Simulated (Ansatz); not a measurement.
Stepwise reaction of `[Cl][Mg][Cl]` with ammonia, as a gas-phase model of exchange steps in deposition or etching. ΔE in kJ/mol; ΔG adds harmonic PBE0-D4 terms to CCSD(T)/CBS, at 1 bar.

Program: Ansatz. Geometries: PBE0-D4/def2-TZVP. ΔE: electronic, gas phase. CBS: MP2 limit from def2 TZ/QZ plus the TZ coupled-cluster correction, frozen cores. This one scheme is used for every species. DFT in def2-TZVPP. B3LYP here is the variant with VWN-RPA as its local correlation; programs differ in this. For Mg outer-core shells are correlated without core-valence functions, which leaves a few kJ/mol of doubt a bond. One conformer a species, not always the lowest.

| step | reaction | PBE-D4 | B3LYP-D4 | ωB97M-V | CCSD(T)/CBS | ΔG(600 K) |
| --- | --- | --- | --- | --- | --- | --- |
| 2 | `[NH2][Mg][Cl]` + NH₃ → `[NH2][Mg][NH2]` + HCl | 143.1 | 146.7 | 147.9 | 146.3 | 134.3 |

**Question.** Give the row of step 1, `[Cl][Mg][Cl]` + NH₃ → `[NH2][Mg][Cl]` + HCl. (An estimate is asked.)

**Answer.** The calculation gave: 
| step | reaction | PBE-D4 | B3LYP-D4 | ωB97M-V | CCSD(T)/CBS | ΔG(600 K) |
| --- | --- | --- | --- | --- | --- | --- |
| 1 | `[Cl][Mg][Cl]` + NH₃ → `[NH2][Mg][Cl]` + HCl | 136.9 | 139.9 | 140.7 | 139.7 | 118.9 |

**Question.** By hand: ΔE of the 2 steps together at CCSD(T)/CBS.

**Answer.** (139.7) + (146.3) = 286.0 kJ/mol, or 143.0 kJ/mol a step.

In ΔE each step is higher than the one before. All are uphill at CCSD(T)/CBS. ΔG lies between 118.9 and 134.3 kJ/mol a step. PBE-D4 differs from CCSD(T)/CBS by -3.2 to -2.8 kJ/mol a step. Isolated molecules leave out the surface, adducts and barriers. Largest T1 diagnostic: 0.009.
